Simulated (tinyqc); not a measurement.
Inside a calculation. Method: extended Hueckel theory, for SiH4. Computed by tinyqc, a small Python program that keeps every step (integrals from PySCF). Settings: charge = 0, K = 1.75, multiplicity = 1. Command: `OMP_NUM_THREADS=1 python tinyqc.py 23453 23454 out.jsonl` (the two numbers bound the seeds that draw the settings). One thread of a shared host (Intel(R) Xeon(R) Processor @ 2.60GHz), about 0.01 s of CPU time with the checks.

## Overlaps

Geometry (angstrom):
```
atom          x          y          z
Si     0.000000   0.000000   0.000000
H      0.868000   0.868000   0.868000
H      0.868000  -0.868000  -0.868000
H     -0.868000   0.868000  -0.868000
H     -0.868000  -0.868000   0.868000
```

Parameters chosen for this run:
```
element  shell  Slater exponent   H_ii (eV)
Si          3s         1.383000  -17.300000
Si          3p         1.383000   -9.200000
H           1s         1.300000  -13.600000
```

Slater orbitals, each expanded in six Gaussians scaled to its exponent.

overlap S, order 1Si 3s, 1Si 3px, 1Si 3py, 1Si 3pz, 2H 1s, 3H 1s, 4H 1s, 5H 1s:
```
[[1.000000, 0.000000, 0.000000, 0.000000, 0.405657, 0.405657, 0.405657, 0.405657],
 [0.000000, 1.000000, 0.000000, 0.000000, 0.296729, 0.296729, -0.296729, -0.296729],
 [0.000000, 0.000000, 1.000000, 0.000000, 0.296729, -0.296729, 0.296729, -0.296729],
 [0.000000, 0.000000, 0.000000, 1.000000, 0.296729, -0.296729, -0.296729, 0.296729],
 [0.405657, 0.296729, 0.296729, 0.296729, 1.000000, 0.046029, 0.046029, 0.046029],
 [0.405657, 0.296729, -0.296729, -0.296729, 0.046029, 1.000000, 0.046029, 0.046029],
 [0.405657, -0.296729, 0.296729, -0.296729, 0.046029, 0.046029, 1.000000, 0.046029],
 [0.405657, -0.296729, -0.296729, 0.296729, 0.046029, 0.046029, 0.046029, 1.000000]]
```

## Wolfsberg-Helmholz matrix

diagonal H_ii (eV): [-17.300000, -9.200000, -9.200000, -9.200000, -13.600000, -13.600000, -13.600000, -13.600000]

K = 1.750000

H_ij = K' S_ij (H_ii + H_jj)/2 for i != j (the diagonal keeps H_ii), with K' = 1.75.

H (eV), order 1Si 3s, 1Si 3px, 1Si 3py, 1Si 3pz, 2H 1s, 3H 1s, 4H 1s, 5H 1s:
```
[[-17.300000, 0.000000, 0.000000, 0.000000, -10.967964, -10.967964, -10.967964, -10.967964],
 [0.000000, -9.200000, 0.000000, 0.000000, -5.919745, -5.919745, 5.919745, 5.919745],
 [0.000000, 0.000000, -9.200000, 0.000000, -5.919745, 5.919745, -5.919745, 5.919745],
 [0.000000, 0.000000, 0.000000, -9.200000, -5.919745, 5.919745, 5.919745, -5.919745],
 [-10.967964, -5.919745, -5.919745, -5.919745, -13.600000, -1.095480, -1.095480, -1.095480],
 [-10.967964, -5.919745, 5.919745, 5.919745, -1.095480, -13.600000, -1.095480, -1.095480],
 [-10.967964, 5.919745, -5.919745, 5.919745, -1.095480, -1.095480, -13.600000, -1.095480],
 [-10.967964, 5.919745, 5.919745, -5.919745, -1.095480, -1.095480, -1.095480, -13.600000]]
```

## Orbitals

valence electrons = 8

Solve H C = S C e through S^(-1/2); fill by pairs from the bottom, a degenerate level sharing its electrons equally; each orbital has its largest coefficient positive (the first on a tie).

orbital energies (eV): [-20.897719, -14.828411, -14.828411, -14.828411, 2.816403, 2.816403, 2.816403, 18.852449]

occupations: [2.000000, 2.000000, 2.000000, 2.000000, 0.000000, 0.000000, 0.000000, 0.000000]

coefficients, order 1Si 3s, 1Si 3px, 1Si 3py, 1Si 3pz, 2H 1s, 3H 1s, 4H 1s, 5H 1s:
```
[[0.601319, 0.000000, 0.000000, 0.000000, 0.000000, 0.000000, 0.000000, 1.417798],
 [0.000000, 0.390835, 0.042740, -0.000537, 1.025199, -0.599386, -0.142749, 0.000000],
 [0.000000, 0.038369, -0.348638, 0.177646, 0.044452, -0.204440, 1.177668, 0.000000],
 [0.000000, 0.018835, -0.176645, -0.350743, 0.614544, 1.014699, 0.152953, 0.000000],
 [0.217150, 0.414836, -0.446784, -0.160767, -0.748949, -0.093774, -0.528238, -0.688359],
 [0.217150, 0.308906, 0.525929, 0.159772, -0.162847, 0.626859, 0.655197, -0.688359],
 [0.217150, -0.343784, -0.198819, 0.489729, 0.709414, 0.275600, -0.519163, -0.688359],
 [0.217150, -0.379958, 0.119675, -0.488734, 0.202383, -0.808685, 0.392204, -0.688359]]
```

sum of one-electron energies = -130.765904 eV

Within a degenerate level the vectors are fixed only up to a rotation; this is one choice.

## Mulliken analysis

P = C n C^T; charge = valence electrons (Si 4, H 1) minus the sum of (P S)_ii on the atom; overlap population = 2 sum P_ij S_ij between two atoms.

charges: [0.906351, -0.226588, -0.226588, -0.226588, -0.226588]

Overlap populations:
```
pair      value
2-1    0.721504
3-1    0.721504
3-2   -0.015717
4-1    0.721504
4-2   -0.015717
4-3   -0.015717
5-1    0.721504
5-2   -0.015717
5-3   -0.015717
5-4   -0.015717
```
